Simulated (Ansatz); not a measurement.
A calculation on bcc Ta returned lattice constant a 3.319 Å, bulk modulus 193 GPa.

For reference: lattice constant a 3.299 Å (measured, static lattice: zero-point anharmonic expansion removed; as tabulated in Mejia-Rodriguez and Trickey (2018), arXiv:1807.09216); bulk modulus 198 GPa (measured, corrected for temperature and zero-point phonon effects, sources range from 194 to 203; as tabulated in Levämäki et al. (2014), arXiv:1402.3671).

**Question.** Which level of theory produced these numbers?
A) PBE-D3(BJ) (Ansatz (a program for electronic structure))
B) r²SCAN-D4 (Ansatz)
C) PBE+SOC (Ansatz)
D) LDA (Ansatz)

**Answer.** C, PBE+SOC (Ansatz)

The others give: PBE-D3(BJ) 3.285 Å, 206 GPa; r²SCAN-D4 3.301 Å, 203 GPa; LDA 3.253 Å, 220 GPa.

Unless a cell is named, each level is at its own relaxed cell (LDA 17.21, PBE+SOC 18.28, PBE-D3(BJ) 17.73, r²SCAN-D4 17.98 Å³/atom).

Ansatz's density-functional and Hartree–Fock values are scalar-relativistic unless marked +SOC, with PAW data made under PBE.
